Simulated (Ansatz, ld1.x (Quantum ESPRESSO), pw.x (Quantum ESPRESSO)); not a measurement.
# What a changed setting does to a pw.x run (fcc H)

Potential: PAW, ld1.x (Quantum ESPRESSO) 7.5, PBEsol; core none, reference 1s1; waves: 1s (bound): rcut 1.20, rcutus 1.55 bohr; 1s channel at 1.3 Ry: rcut 1.20, rcutus 1.55 bohr; 2p channel at -0.15 Ry: rcut 1.45, rcutus 1.55 bohr; 2p channel at 0.45 Ry: rcut 1.45, rcutus 1.55 bohr; local part: all-electron potential smoothed inside 1.30 bohr (lloc = -2); core correction: none; augmentation: BESSEL, radius 1.35 bohr.

The reference run (k-mesh 18³, cutoffs 40/320 Ry, Fermi–Dirac 0.01 Ry, mixing_beta 0.4, conv_thr 1e-9, no spin) gives 0.15 GPa at 2.917 Å³/atom, where all-electron LAPW gives -0.10 GPa. This run, with its own iteration cap, changes nosym to true.

```
&control
  calculation='scf', prefix='x', pseudo_dir='./', outdir='./tmp', tstress=.true., disk_io='none'
/
&system
  ibrav=0, nat=1, ntyp=1, ecutwfc=40, ecutrho=320, nbnd=7,
  occupations='smearing', smearing='fd', degauss=0.01, nosym=.true.
/
&electrons
  conv_thr=1e-09, mixing_beta=0.4, electron_maxstep=60
/
ATOMIC_SPECIES
H 1.0 H.UPF
CELL_PARAMETERS angstrom
  0.00000000 1.13405855 1.13405855
  1.13405855 0.00000000 1.13405855
  1.13405855 1.13405855 0.00000000
ATOMIC_POSITIONS crystal
H 0.0000 0.0000 0.0000
K_POINTS automatic
18 18 18 0 0 0
```

```bash
pw.x < H.scf.in > H.scf.out
```

Question: How does the run end?

Answer: It converges in 4 iterations; the free energy moves by +0.0 meV/atom and the pressure by +0.00 GPa. The result is that of the reference run.

```
lattice parameter (alat)  =       3.0307  a.u.
     unit-cell volume          =      19.6849 (a.u.)^3
     number of electrons       =         1.00
     number of Kohn-Sham states=            7
     kinetic-energy cutoff     =      40.0000  Ry
     charge density cutoff     =     320.0000  Ry
     scf convergence threshold =      1.0E-09
     Exchange-correlation= SLA  PW   PSX  PSC
     number of k points=  2920  Fermi-Dirac smearing, width (Ry)=  0.0100
     iteration #  1     ecut=    40.00 Ry     beta= 0.40
     total energy              =      -1.07181999 Ry
     estimated scf accuracy    <       0.00000568 Ry
     iteration #  2     ecut=    40.00 Ry     beta= 0.40
     total energy              =      -1.07164851 Ry
     estimated scf accuracy    <       0.00000205 Ry
     iteration #  3     ecut=    40.00 Ry     beta= 0.40
     total energy              =      -1.07164875 Ry
     estimated scf accuracy    <          6.2E-09 Ry
     iteration #  4     ecut=    40.00 Ry     beta= 0.40
     the Fermi energy is     4.0780 ev
!    total energy              =      -1.07164874 Ry
     estimated scf accuracy    <          9.8E-10 Ry
     smearing contrib. (-TS)   =      -0.00044608 Ry
     convergence has been achieved in   4 iterations
          total   stress  (Ry/bohr**3)                   (kbar)     P=        1.49
     Message from routine punch:
     Nothing written, as per user request (disk_io='none')
```

The run took about 17 s on one core of a shared host (Neoverse-V1, 64 threads, 503 GiB, load 31).
